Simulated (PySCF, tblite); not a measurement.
Isomers of C3H6NO (doublet state). All values are computed: GFN2-xTB (tblite) harmonic vibrations without scaling, gas phase. Against measured fundamentals such values can be off by several per cent, at times by over 20. One conformer each. Open shells enter through the occupations alone, without spin polarisation, and single modes of such species can be off by tens of per cent.

Electronic energies: B3LYP/pcH-1 single points on the GFN2-xTB geometries (PySCF, gas phase).

```json
{"SMILES": "C[CH]C(N)=O", "electronic energy, lowest = 0 (kJ/mol)": "0.0"}
{"SMILES": "[CH2]NC(C)=O", "electronic energy, lowest = 0 (kJ/mol)": "24.3"}
{"SMILES": "[H]/N=[C]/OCC", "electronic energy, lowest = 0 (kJ/mol)": "140.1"}
{"SMILES": "CCN[C]=O", "electronic energy, lowest = 0 (kJ/mol)": "38.0"}
```

Problem. How do GFN2-xTB zero-point energies change the relative energies?

Solution. 
```tsv
SMILES	ZPE (kJ/mol)	of it from modes above 1550 cm⁻¹	electronic (kJ/mol)	with ZPE, lowest = 0 (kJ/mol)	lowest mode (cm⁻¹)	rings
C[CH]C(N)=O	223.8	123.7	0.0	0.0	106	0
[CH2]NC(C)=O	224.5	123.2	24.3	25.0	94	0
CCN[C]=O	231.4	121.8	38.0	45.6	48	0
[H]/N=[C]/OCC	229.0	121.4	140.1	145.3	62	0
```

The zero-point energies span 7.6 kJ/mol, from `C[CH]C(N)=O` to `CCN[C]=O`. The order is unchanged.

Problem. And how do the electronic energies of GFN2-xTB itself compare?

Solution. `C[CH]C(N)=O` 4.5; `[CH2]NC(C)=O` 0.0; `CCN[C]=O` 21.1; `[H]/N=[C]/OCC` 79.2 kJ/mol, lowest = 0. Against the energies above, taken from the same isomer `C[CH]C(N)=O`, the largest difference is 65.4 kJ/mol.

Problem. What do entropy and thermal enthalpy add at 298.15 K and 1 bar (rigid rotor, harmonic oscillator, one conformer each)?

Solution. 
```tsv
SMILES	point group	symmetry number	S (J/(mol K))	H − H(0) (kJ/mol)	ZPE + H − H(0) − TS (kJ/mol)
[CH2]NC(C)=O	Cs	1	327.1	19.16	146.1
CCN[C]=O	C1	1	328.7	18.42	151.8
[H]/N=[C]/OCC	C1	1	325.9	18.34	150.2
```

S holds R ln(2S + 1) for the spin.

Not tabulated: `C[CH]C(N)=O` (point group not settled).
